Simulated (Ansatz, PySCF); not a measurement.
Potential energy curve for SMILES S=C=S. The C1–S3 bond (C1 also carries S; S3 carries nothing else) is varied alone, starting from the PBE0/def2-TZVP optimised geometry.

Computed with: RKS-PBE0 = restricted PBE0/cc-pVTZ run with Ansatz (a quantum-chemistry and plane-wave program); UKS-B3LYP = unrestricted B3LYP/cc-pVTZ (Ansatz); UHF/STO-3G = unrestricted Hartree-Fock/STO-3G (PySCF); UHF/cc-pVTZ (Ansatz).

Energies are in kcal/mol, each relative to the lowest point of its own curve near equilibrium.

```csv
R / Å,RKS-PBE0,UKS-B3LYP,UHF/STO-3G,UHF
1.23,117.4,118.0,128.4,113.2
1.31,56.2,57.0,59.2,52.9
1.40,18.6,19.3,17.4,16.4
1.45,7.6,8.1,5.9,6.2
1.50,1.8,2.1,0.6,1.1
1.55,0.0,0.0,0.0,0.0
1.60,___,0.9,3.0,___
1.65,4.7,4.0,8.8,5.9
1.70,9.9,8.7,16.4,11.5
1.80,23.4,21.3,34.9,25.4
1.95,47.2,43.5,63.9,47.9
2.10,70.6,65.4,87.6,67.4
2.35,102.8,95.3,101.8,81.3
2.55,120.9,107.3,101.3,82.0
2.78,___,112.4,—,___
3.05,144.1,114.5,—,78.5
3.45,151.3,115.9,—,77.2
3.78,154.1,116.4,—,77.0
4.23,155.9,116.8,—,77.0
4.65,___,117.0,—,77.0
5.45,157.2,117.1,—,___
```

Question: What belongs in the gaps?

Answer: 
- 1.60, RKS-PBE0: 1.2
- 1.60, UHF: 1.9
- 2.78, RKS-PBE0: 134.6
- 2.78, UHF: 80.3
- 4.65, RKS-PBE0: 156.7
- 5.45, UHF: 77.1

Dashes: no converged value, or the column stops at the first point that the program doubted or that broke a chosen test of continuity, which isn't proof of a fault.

The restricted form behind RKS-PBE0 keeps the bonding electrons paired and can't separate into open-shell fragments. The unrestricted determinant behind UKS-B3LYP, UHF/STO-3G, UHF is spin-contaminated at 2.35 to 5.45 Å (<S²> up to 1.0, against 0.00 for a pure singlet).
